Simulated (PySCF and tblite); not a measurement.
The numbers below are computed, except where a source is named.
1,3-difluoropropane, C₃H₆F₂, numbered as in [F:1][CH2:2][CH2:3][CH2:4][F:5].

Conformers came from 90 starts (ETKDG and KDG, MMFF94s, GFN2-xTB); geometries are PBE0-D3(BJ)/def2-SVP. Weights use PBE0-D3(BJ)/def2-TZVP energies plus GFN2-xTB zero-point and thermal terms (modes under about 100 cm⁻¹ blended into free rotors). Symmetry numbers and mirror images are counted. Conformers within 3 kcal/mol (GFN2-xTB free energy) were kept, 8 at most. Programs: PySCF with density fitting and tblite.

Rotational constants are equilibrium values for the commonest isotopes; dipoles come from the energy level named.

Torsions listed: F1–C2–C3–C4, C2–C3–C4–F5. Of a mirror pair one member is shown.

```
conformer       shape   symmetry  weight %
        1  -61°, -61°  C2 (pair)      61.5
        2  -60°, 179°  C1 (pair)      35.6
        3  180°, 180°        C2v       1.8
        4   66°, -67°         Cs       1.1
```

Sets of constants, in random order:

```json
{"set": "P", "A (MHz)": "8065", "B (MHz)": "3678", "C (MHz)": "2768", "abs μa (D)": "0.02", "abs μb (D)": "3.29", "abs μc (D)": "0.51"}
{"set": "Q", "A (MHz)": "9121", "B (MHz)": "3026", "C (MHz)": "2807", "abs μa (D)": "0.00", "abs μb (D)": "2.07", "abs μc (D)": "0.00"}
{"set": "R", "A (MHz)": "21890", "B (MHz)": "1930", "C (MHz)": "1835", "abs μa (D)": "0.00", "abs μb (D)": "1.71", "abs μc (D)": "0.00"}
{"set": "S", "A (MHz)": "13731", "B (MHz)": "2363", "C (MHz)": "2176", "abs μa (D)": "0.94", "abs μb (D)": "1.41", "abs μc (D)": "0.88"}
```

Task: Match each set to its conformer.

Result: P is conformer 4, Q is conformer 1, R is conformer 3, S is conformer 2.
